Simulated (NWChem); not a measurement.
Everything below was run with NWChem. System: Li$_{2}$, charge 0, spin multiplicity 1, displaced from the optimised geometry. The structure started from a generated list of species. Level: CCSD(T)/cc-pVDZ, no orbitals frozen, spin-restricted.

Input file:

```
start mol
memory heap 100 mb stack 700 mb global 1900 mb
geometry units angstroms nocenter noautoz noautosym
  Li     0.000000     0.000000     1.393559
  Li     0.000000     0.000000    -2.787118
end
basis spherical
  * library cc-pvdz
end
scf
  rhf
  nopen 0
  maxiter 100
  thresh 1e-7
  semidirect memsize 60000000 filesize 0
end
ccsd
  maxiter 60
end
task ccsd(t) energy
```

Output (cleaned and shortened):

```
             Northwest Computational Chemistry Package (NWChem) 7.3.0
             --------------------------------------------------------

                                NWChem Input Module
                                -------------------

 Scaling coordinates for geometry "geometry" by  1.889725989
 (inverse scale =  0.529177249)

                             Geometry "geometry" -> ""
                             -------------------------

 Output coordinates in angstroms (scale by  1.889725989 to convert to a.u.)

  No.       Tag          Charge          X              Y              Z
 ---- ---------------- ---------- -------------- -------------- --------------
    1 Li                   3.0000     0.00000000     0.00000000     1.39355900
    2 Li                   3.0000     0.00000000     0.00000000    -2.78711800

 Effective nuclear repulsion energy (a.u.)       1.1391923464

            Nuclear Dipole moment (a.u.)
            ----------------------------
        X                 Y               Z
 ---------------- ---------------- ----------------
     0.0000000000     0.0000000000    -7.9003339768


 Summary of "ao basis" -> "" (spherical)
 ------------------------------------------------------------------------------
       Tag                 Description            Shells   Functions and Types
 ---------------- ------------------------------  ------  ---------------------
 *                          cc-pvdz                   on all atoms

 Summary of "ao basis" -> "ao basis" (spherical)
 ------------------------------------------------------------------------------
       Tag                 Description            Shells   Functions and Types
 ---------------- ------------------------------  ------  ---------------------
 Li                         cc-pvdz                  6       14   3s2p1d

                                 NWChem SCF Module
                                 -----------------

  ao basis        = "ao basis"
  functions       =    28
  atoms           =     2
  closed shells   =     3
  open shells     =     0
  charge          =   0.00
  wavefunction    = RHF
  use symmetry    = F
  symmetry adapt  = F

 Summary of "ao basis" -> "ao basis" (spherical)
 ------------------------------------------------------------------------------
       Tag                 Description            Shells   Functions and Types
 ---------------- ------------------------------  ------  ---------------------
 Li                         cc-pvdz                  6       14   3s2p1d

 Forming initial guess at       0.0s

      Superposition of Atomic Density Guess
      -------------------------------------

 Sum of atomic energies:         -14.86483967

      Non-variational initial energy
      ------------------------------

 Total energy =     -14.758894
 1-e energy   =     -21.703565
 2-e energy   =       5.805478
 HOMO         =      -0.118053
 LUMO         =      -0.048947

 Starting SCF solution at       0.1s

 ----------------------------------------------
         Quadratically convergent ROHF

 Convergence threshold     :          1.000E-07
 Maximum no. of iterations :          100
 Final Fock-matrix accuracy:          1.000E-09
 ----------------------------------------------

              iter       energy          gnorm     gmax       time
             ----- ------------------- --------- --------- --------
                 1      -14.8456098261  3.97D-02  2.91D-02      0.1
                 2      -14.8467929099  1.38D-03  8.47D-04      0.1
[...]
   9     -0.0324296688 -3.282D-06  5.616D-05     0.14     0.00     0.13
  10     -0.0324303656 -6.968D-07  1.760D-05     0.14     0.00     0.13
  11     -0.0324302895  7.608D-08  3.965D-06     0.13     0.00     0.13
  12     -0.0324302125  7.700D-08  1.946D-06     0.14     0.00     0.13
  13     -0.0324301992  1.330D-08  6.893D-07     0.15     0.00     0.14
                  *************converged*************
-------------------------------------------------------------------------

 -----------
 CCSD Energy
 -----------
 Reference energy:             -14.846794186085390
 CCSD corr. energy:             -0.032430199237494
 Total CCSD energy:            -14.879224385322884

 --------------------------------
 Spin Component Scaled (SCS) CCSD
 --------------------------------
 Same spin contribution:                 -0.000024331798528
 Same spin scaling factor:                1.130000000000000
 Opposite spin contribution:             -0.032405867438967
 Opposite spin scaling fact.:             1.270000000000000
 SCS-CCSD correlation energy:            -0.041182946579824
 Total SCS-CCSD energy:                 -14.887977132665213
 memory            104855140

*********triples calculation*********

nkpass=    1; nvpass=    1; memdrv=          14475; memtrn=         389678; memavail=      104855052
 memory available/node                      104855052
 total number of virtual orbitals        25
 number of virtuals per integral pass    25
 number of integral evaluations           1
 number of occupied per triples pass      3
 number of triples passes                 1

 commencing integral evaluation        1 at           1.87
  symmetry use  F
task         2 out of        78 done   2%  at       0.0 secs
task         4 out of        78 done   5%  at       0.0 secs
task         8 out of        78 done  10%  at       0.0 secs
task        12 out of        78 done  15%  at       0.0 secs
task        16 out of        78 done  20%  at       0.0 secs
task        20 out of        78 done  25%  at       0.0 secs
task        24 out of        78 done  30%  at       0.0 secs
task        28 out of        78 done  35%  at       0.1 secs
task        32 out of        78 done  41%  at       0.1 secs
task        36 out of        78 done  46%  at       0.1 secs
task        39 out of        78 done  50%  at       0.1 secs
task        43 out of        78 done  55%  at       0.1 secs
task        47 out of        78 done  60%  at       0.1 secs
task        51 out of        78 done  65%  at       0.1 secs
task        55 out of        78 done  70%  at       0.1 secs
task        59 out of        78 done  75%  at       0.1 secs
task        63 out of        78 done  80%  at       0.1 secs
task        67 out of        78 done  85%  at       0.1 secs
task        71 out of        78 done  91%  at       0.1 secs
task        75 out of        78 done  96%  at       0.2 secs
task        78 out of        78 done 100%  at       0.2 secs
 commencing triples evaluation - blocking       1
 ccsd(t): done        1 out of       25 progress:    4.0%
 ccsd(t): done        2 out of       25 progress:    8.0%
 ccsd(t): done        3 out of       25 progress:   12.0%
 ccsd(t): done        4 out of       25 progress:   16.0%
 ccsd(t): done        5 out of       25 progress:   20.0%
 ccsd(t): done        6 out of       25 progress:   24.0%
 ccsd(t): done        7 out of       25 progress:   28.0%
 ccsd(t): done        8 out of       25 progress:   32.0%
 ccsd(t): done        9 out of       25 progress:   36.0%
 ccsd(t): done       10 out of       25 progress:   40.0%
 ccsd(t): done       11 out of       25 progress:   44.0%
 ccsd(t): done       12 out of       25 progress:   48.0%
 ccsd(t): done       13 out of       25 progress:   52.0%
 ccsd(t): done       14 out of       25 progress:   56.0%
 ccsd(t): done       15 out of       25 progress:   60.0%
 ccsd(t): done       16 out of       25 progress:   64.0%
 ccsd(t): done       17 out of       25 progress:   68.0%
 ccsd(t): done       18 out of       25 progress:   72.0%
 ccsd(t): done       19 out of       25 progress:   76.0%
 ccsd(t): done       20 out of       25 progress:   80.0%
 ccsd(t): done       21 out of       25 progress:   84.0%
 ccsd(t): done       22 out of       25 progress:   88.0%
 ccsd(t): done       23 out of       25 progress:   92.0%
 ccsd(t): done       24 out of       25 progress:   96.0%
 ccsd(t): done       25 out of       25 progress:  100.0%
 Time for integral evaluation pass     1        0.16
 Time for triples evaluation pass      1        0.01

 pseudo-e(mp4)  -0.72896045408691E-04
 pseudo-e(mp5)   0.84108840953591E-06
        e(t)    -0.72054956999155E-04

 --------------
 CCSD(T) Energy
 --------------
 Reference energy:                     -14.846794186085390

 CCSD corr. energy:                     -0.032430199237494
 T(CCSD) corr. energy:                  -0.000072896045409
 Total CCSD+T(CCSD) energy:            -14.879297281368293

 CCSD corr. energy:                     -0.032430199237494
 (T) corr. energy:                      -0.000072054956999
 Total CCSD(T) energy:                 -14.879296440279884

 routine      calls  cpu(0)   cpu-min  cpu-ave  cpu-max   i/o
 aoccsd          1     0.00     0.00     0.00     0.00    0.00
 iterdrv         1     0.01     0.01     0.01     0.01    0.00
 pampt          13     0.01     0.01     0.01     0.01    0.00
 t2pm           13     0.01     0.01     0.01     0.01    0.00
 sxy            13     0.02     0.02     0.02     0.02    0.00
 ints        79092     1.55     1.55     1.55     1.55    0.00
 t2eri        1014     0.06     0.06     0.06     0.06    0.00
 idx2         1014     0.02     0.02     0.02     0.02    0.00
 idx34          13     0.00     0.00     0.00     0.00    0.00
 ht2pm          13     0.01     0.01     0.01     0.01    0.00
 itm            13     0.03     0.03     0.03     0.03    0.00
 pdiis          13     0.00     0.00     0.00     0.00    0.00
 triples         1     0.00     0.00     0.00     0.00    0.00
 rdtrpo          1     0.00     0.00     0.00     0.00    0.00
 trpmos          1     0.16     0.16     0.16     0.16    0.00
 trpdrv          1     0.00     0.00     0.00     0.00    0.00
 dovvv         900     0.00     0.00     0.00     0.00    0.00
 doooo         900     0.00     0.00     0.00     0.00    0.00
 tengy         675     0.00     0.00     0.00     0.00    0.00
 Total                 1.88     1.88     1.88     1.88    0.00

 Task  times  cpu:        2.1s     wall:        2.1s

 Total times  cpu:        2.2s     wall:        2.2s
```
